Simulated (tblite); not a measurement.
Compound: C3H5FS (charge +1 and doublet state).
Atom-mapped SMILES: `[CH3:1][C@@:2]1([F:3])[CH2:4][S+:5]1` (hydrogens: H6, H7, H8 on C1; H9, H10 on C4)

Geometry (GFN2-xTB, Å), atoms numbered from 1 in this order:
```
atom  x, y, z in Å
C1    -1.274   -0.004   -0.166
C2     0.141    0.443   -0.097
F3     0.301    1.761   -0.005
C4     1.268   -0.376    0.399
S5     1.338   -0.284   -1.385
H6    -1.356   -1.075   -0.334
H7    -1.759    0.240    0.784
H8    -1.813    0.533   -0.946
H9     1.072   -1.361    0.816
H10    2.089    0.127    0.911
```

The geometry is computed with GFN2-xTB (gas phase). This method treats the open shell by occupation alone, without spin polarisation.

Take the most abundant isotopes and a rigid rotor. 

Give the principal moments of inertia and the rotational constants in MHz.

Ia = 83.55, Ib = 145.64, Ic = 165.60 u·Å²; 505379 MHz·u·Å²/I gives A = 6049, B = 3470, C = 3052 MHz.

What kind of rotor is it?

An asymmetric top; Ray's κ = -0.721.

What does the inertial defect say?

Not planar: Δ = Ic − Ia − Ib = -63.59 u·Å². For a rigid frame Δ = −2 Σ m c², so Σ m c² = 31.80 u·Å² lies off the ab plane: 8.03 from hydrogen and 23.76 from heavier atoms. The atom farthest from that plane is 1.89 Å away.

Give the other two planar moments, Paa and Pbb, and the rms extents of the mass along the axes.

Paa = Σ m a² = (Ib + Ic − Ia)/2 = 113.85 and Pbb = Σ m b² = (Ia + Ic − Ib)/2 = 51.75 u·Å². With the mass M = 92.01 u, the rms extents √(P/M) along a, b and c are 1.11, 0.75, 0.59 Å.

Where do the levels up to J = 5 lie, in MHz?

Above 0(0,0):
J = 1: 1(0,1) 6522, 1(1,1) 9101, 1(1,0) 9519
J = 2: 2(0,2) 19518, 2(1,2) 21726, 2(1,1) 22981, 2(2,1) 30717, 2(2,0) 30764
J = 3: 3(0,3) 38900, 3(1,3) 40636, 3(1,2) 43142, 3(2,2) 50283, 3(2,1) 50513, 3(3,1) 64250, 3(3,0) 64254
J = 4: 4(0,4) 64550, 4(1,4) 65802, 4(1,3) 69961, 4(2,3) 76333, 4(2,2) 77000, 4(3,2) 90422, 4(3,1) 90445, 4(4,1) 109862, 4(4,0) 109862
J = 5: 5(0,5) 96360, 5(1,5) 97192, 5(1,4) 103375, 5(2,4) 108838, 5(2,3) 110303, 5(3,3) 123160, 5(3,2) 123251, 5(4,2) 142575, 5(4,1) 142577, 5(5,1) 167570, 5(5,0) 167570

Estimate the classical rotational partition function at 10 K, 25 K and 500 K.

Point group C1, symmetry number σ = 1; q = (√π/σ)·√((kT/h)³/(ABC)), k/h = 20836.6 MHz/K: 666 at 10 K, 2630 at 25 K, 236000 at 500 K.

For this open shell read J as N, the rotation without spin; fine and hyperfine splittings come on top. Its GFN2-xTB frequencies are all real (lowest 163 cm⁻¹). These are rigid-rotor constants of the computed structure; measured ground-state constants (B0) also hold zero-point vibration.

The run took 0.2 s of wall time on an Arm Neoverse V1 with one thread, shared host. That covers the optimisation of the geometry.
